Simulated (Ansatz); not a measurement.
Compare A (`C1=NCC1`) with its isomer B (`C=C=NC`).

Calculated with Ansatz (gas phase, PBE0-D4/def2-TZVP geometries, no zero-point term in ΔE). CBS: MP2 limit from def2 TZ/QZ plus the TZ coupled-cluster correction, frozen cores. Functionals use def2-TZVPP.

Task: Which is lower in electronic energy at CCSD(T)/CBS, and by how much? (Estimate.)

Result: Computed: B, by 0.4 kJ/mol. So small a gap doesn't settle the order.

Task: Give E(B) − E(A) in kJ/mol with PBE0-D4, HF/def2-TZVPP, B2PLYP, BLYP-D4, CCSD(T)/def2-TZVPP, r2SCAN-D4, CCSD/def2-TZVPP. (Best estimate.)

Result: Ansatz gave: PBE0-D4 -5.4, HF/def2-TZVPP -18.4, B2PLYP -21.4, BLYP-D4 -40.5, CCSD(T)/def2-TZVPP -0.3, r2SCAN-D4 -22.7, CCSD/def2-TZVPP 0.3. None reverses the order clearly.

Task: Does the order hold for the free energy at 298.15 K (harmonic terms from PBE0-D4)? (An estimate is asked.)

Result: Ansatz gave: Yes: G(B) − G(A) = -11.2 kJ/mol.

Largest T1 diagnostic: 0.014.

In def2-TZVPP, CCSD(T) changes the Hartree–Fock value by +18.0 kJ/mol (the triples alone add −0.7 kJ/mol) and MP2 by +17.7 kJ/mol. From BLYP to BHLYP (50 % exact exchange), in def2-TZVPP and without D4, E(B) − E(A) moves by +24.1 kJ/mol.
